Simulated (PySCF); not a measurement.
Species, as SMILES: C (CH4).
Geometry (B3LYP-D3(BJ)/def2-TZVP, fixed):
```
C
H 1 1.0892
H 1 1.0892 2 109.47
H 1 1.0892 2 109.47 3 120.00
H 1 1.0892 2 109.47 3 -120.00
```

Basis-set convergence of the lowest singlet excitation energy at PBE with PySCF. Tamm-Dancoff approximation; the state is taken by its order, and sets in which it differs in degeneracy or brightness are left out, yet its character can still change. All functions are spherical. Density fitting with generated auxiliary sets. No added dispersion term, no relativity. Reference: the value in d-aug-cc-pVTZ, 9.085 eV, itself unsure by roughly 0.053 eV (its mean distance from aug-pcseg-2, aug-cc-pVTZ). Deviations are taken from unrounded values. Cost is core time over that of def2-SVPD, rough, on shared machines of one kind; a dash marks a row that isn't timed (too short, read off another run, short of memory, by another algorithm or on other hardware).

```json
[
 {"basis": "6-31G**", "functions": "34", "lowest singlet excitation energy (eV)": "12.310", "minus reference (eV)": "3.225", "cost": "-"},
 {"basis": "6-311G**", "functions": "42", "lowest singlet excitation energy (eV)": "10.738", "minus reference (eV)": "1.653", "cost": "0.6×"},
 {"basis": "def2-SVPD", "functions": "52", "lowest singlet excitation energy (eV)": "9.938", "minus reference (eV)": "0.853", "cost": "1×"},
 {"basis": "aug-pcseg-1", "functions": "59", "lowest singlet excitation energy (eV)": "9.148", "minus reference (eV)": "0.063", "cost": "1×"},
 {"basis": "def2-TZVPD", "functions": "73", "lowest singlet excitation energy (eV)": "9.564", "minus reference (eV)": "0.479", "cost": "2×"},
 {"basis": "def2-TZVPPD", "functions": "105", "lowest singlet excitation energy (eV)": "9.554", "minus reference (eV)": "0.469", "cost": "3×"},
 {"basis": "aug-pcseg-2", "functions": "138", "lowest singlet excitation energy (eV)": "9.127", "minus reference (eV)": "0.042", "cost": "3×"},
 {"basis": "def2-QZVPPD", "functions": "195", "lowest singlet excitation energy (eV)": "9.384", "minus reference (eV)": "0.299", "cost": "6×"}
]
```

The smallest set listed that lies within 0.2 eV of the reference with all its larger relatives (same family, alike in diffuse functions; a set with none counts only in the reference's own line) is aug-pcseg-1 (59 functions, 1× in cost, 0.063 eV off).
